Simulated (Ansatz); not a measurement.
Which method gave which barrier?

Saddle point of CH₄F, doublet (CH₃F ([CH3][F]) + H → CH₂F ([CH2][F]) + H₂; bonds formed: H1–H4; bonds broken: H1–C2), PBE0-D4/def2-TZVP structure:

H1  (0.291, 0.528, 0.696)
C2  (-0.212, -0.215, -0.345)
F3  (0.711, -1.151, -0.640)
H4  (0.675, 0.992, 1.393)
H5  (-0.338, 0.502, -1.156)
H6  (-1.126, -0.656, 0.052)
(Å)

Computed with Ansatz 0.2.0 (basis: def2-TZVPP, with def2-QZVPP for the basis limit); correlated methods freeze the cores; orbitals are unrestricted. Extrapolation: Hartree–Fock as exp(−7.88 √X), correlation as X^−2.97. Four methods, as single points on the PBE0-D4 structures, gave these electronic barriers from the start structure: 17.7, 39.2, 57.3, 96.8 kJ/mol.

The methods were, in alphabetical order, BLYP-D4, CCSD(T), HF, PBE0-D4. Which gave which? (Judge from chemistry; the calculation decides.)

The calculation gives: BLYP-D4 17.7; PBE0-D4 39.2; CCSD(T) 57.3; HF 96.8 kJ/mol. For comparison, CCSD(T) at an estimated basis limit (MP2 extrapolated from triple and quadruple zeta, plus CCSD(T) − MP2 in triple zeta) gives 56.5 kJ/mol.

T1 diagnostic: at most 0.016. ⟨S²⟩ of the unrestricted Hartree–Fock references: 0.75 to 0.79 (a pure state has 0.75).

Labels in which every atom is bracketed show which atoms are joined, not bond orders.

For scale, one of the runs: CCSD(T)/def2-TZVPP, 118 basis functions, launched by `ansatz run in.yaml --threads 2 --pin off --events-out ev --progress --plain --max-ram 4352MiB`. The run took 16 s on 2 CPU threads of an Arm Neoverse V2 (shared host), with 1.1 GiB of host memory at its peak.
